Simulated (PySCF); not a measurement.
Gas-phase reaction: 2 AlH3.NH3 = 2 AlH3 + 2 H2 + N2H2

Method: PySCF energies (xtb for GFN2) plus ideal-gas RRHO corrections (1 bar). † marks an energy on the PBE0/def2-TZVP geometry and frequencies; other levels use their own. All species are closed-shell singlets. Adducts (AlH3.NH3) have no counterpoise correction, and HF, PBE, BLYP, B3LYP and PBE0 lack dispersion. AlH3.NH3, AlH3: computed as isolated molecules; such fragments, hydroxides, amides, oligomers or adducts are transient or little studied in the gas. The harmonic model lacks anharmonicity and excited electronic states, which grow with temperature; levels with a mode under 35 cm⁻¹ are left out.

```
level               ΔE electronic, kJ  ΔH°(298 K), kJ  ΔS°(298 K), J/K  ΔG°(1200 K), kJ
------------------  -----------------  --------------  ---------------  ---------------
GFN2-xTB                          581             520              333              125
PBE/def2-SVP                      596             531              354              104
PBE0/def2-SVP†                    629             562              354              135
PBE0/def2-TZVP                    601             533              354              107
ωB97M-V/def2-TZVP†                588             520              354               94
ωB97X-V/def2-TZVP†                588             520              354               94
```
ΔH° is lowest at GFN2-xTB and highest at PBE0/def2-SVP†. No reference value is set beside these.
